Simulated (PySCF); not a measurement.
First SCF of a structure search on doublet HCO, at a hand-made bent geometry. PySCF input:

```python
from pyscf import gto, scf, dft
mol = gto.M(atom='''
C      0.000000     0.000000     0.000000
O     -1.015700     0.000000     0.711200
H      0.876500     0.000000     0.613700''',
    basis={'C': 'def2-TZVP', 'O': 'def2-TZVP', 'H': 'def2-TZVP'},
    charge=0, spin=1)
mf = dft.UKS(mol, xc='PBE0')
mf.grids.atom_grid = (50, 194)
aux = {'C': 'def2-universal-JKFIT', 'O': 'def2-universal-JKFIT', 'H': 'def2-universal-JKFIT'}
mf = mf.density_fit(auxbasis=aux)
mf.conv_tol = 1e-08
mf.diis_space = 10
mf.max_cycle = 60
mf.init_guess = 'minao'
mf.verbose = 4
mf.kernel()
```

Excerpt of the output (cycles alone):

```
init E= -113.830473204513
cycle= 1 E= -113.666324963501  delta_E= 0.164  |g|= 0.471  |ddm|= 1.03
cycle= 2 E= -113.087238880876  delta_E= 0.579  |g|= 1.28  |ddm|= 0.804
cycle= 3 E= -113.757477453298  delta_E= -0.67  |g|= 0.029  |ddm|= 0.617
cycle= 4 E= -113.757823767863  delta_E= -0.000346  |g|= 0.0157  |ddm|= 0.0495
cycle= 5 E= -113.757939759992  delta_E= -0.000116  |g|= 0.00438  |ddm|= 0.011
cycle= 6 E= -113.757948679315  delta_E= -8.92e-06  |g|= 0.00114  |ddm|= 0.00509
cycle= 7 E= -113.757949671051  delta_E= -9.92e-07  |g|= 0.000219  |ddm|= 0.00126
cycle= 8 E= -113.757949787192  delta_E= -1.16e-07  |g|= 0.000143  |ddm|= 0.000413
cycle= 9 E= -113.757949826584  delta_E= -3.94e-08  |g|= 6.73e-05  |ddm|= 0.000261
cycle= 10 E= -113.757949837511  delta_E= -1.09e-08  |g|= 2.02e-05  |ddm|= 0.000164
cycle= 11 E= -113.757949839194  delta_E= -1.68e-09  |g|= 7.18e-06  |ddm|= 6.95e-05
Extra cycle  E= -113.757949839264  delta_E= -6.98e-11  |g|= 8.09e-06  |ddm|= 1.03e-05
converged SCF energy = -113.757949839264  <S^2> = 0.75435089  2S+1 = 2.0043462
```

No lower solution of this spin was found by a stability analysis within the unrestricted form.

The search for the lowest solution, with the stability check, took 2.3 s on 2 threads of a shared Arm Neoverse V1 host, with 68 basis functions; the process peaked at 0.25 GiB. Launch command: `OMP_NUM_THREADS=2 python axn.py task.json out`.
